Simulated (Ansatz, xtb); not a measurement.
Relative energy of two isomers of C5H9F

Structure I is `CC1(F)CCC1`, a singlet and structure II is `C[C@H]1C[C@H](F)C1`, a singlet. Both are isolated molecules in the gas phase, relaxed with B3LYP-D3(BJ)/def2-SVP.

Task: Estimate which is lower in electronic energy at CCSD(T)/def2-SVP + ΔMP2/def2-TZVPP, and by roughly how much.

Result: The CCSD(T)/def2-SVP + ΔMP2/def2-TZVPP calculation puts structure I lower, by 17.0 kJ/mol.

How the difference moves with the method:

```tsv
level	geometry	E(II) − E(I) (kJ/mol)	departure from the last row (kJ/mol)	job, with rough time for the two
GFN2-xTB	GFN2-xTB	+6.5	−10.6	optimisation, 0.18 s
HF/STO-3G	GFN2-xTB	+9.9	−7.1	single point, 0.4 s
r2SCAN-D4/def2-SVP	GFN2-xTB	+19.5	+2.5	single point, 5.5 s
B3LYP-D3(BJ)/def2-SVP	B3LYP-D3(BJ)/def2-SVP	+16.1	−0.9	optimisation, 62 s
HF/def2-SVP	B3LYP-D3(BJ)/def2-SVP	+14.7	−2.3	part of the CCSD(T) run
MP2/def2-SVP	B3LYP-D3(BJ)/def2-SVP	+17.5	+0.5	part of the CCSD(T) run
CCSD(T)/def2-SVP	B3LYP-D3(BJ)/def2-SVP	+17.2	+0.2	single point
CCSD(T)/def2-SVP + ΔMP2/def2-TZVPP	B3LYP-D3(BJ)/def2-SVP	+17.0		single point, 86 s
```

As drawn, both hold the same kinds of bond in the same numbers.

The levels shown agree on the order. The largest departure from CCSD(T)/def2-SVP + ΔMP2/def2-TZVPP is that of GFN2-xTB, 10.6 kJ/mol. The last row adds to CCSD(T) the change of the MP2 difference between the two basis sets, here −0.2 kJ/mol.

With thermal terms from frequencies at re-optimised GFN2-xTB minima (ideal gas, soft modes damped towards free rotors, one conformer each, 298.15 K, 1 atm): the zero-point term adds +1.1 kJ/mol; ΔH is +18.0 and ΔG +17.5 kJ/mol.

The correlated steps freeze 6 core orbitals. Mirror images aren't counted in ΔG. Programs: Ansatz 0.2.0, xtb 6.7.1; the last row on 2 threads of Arm Neoverse V2 on a shared host.
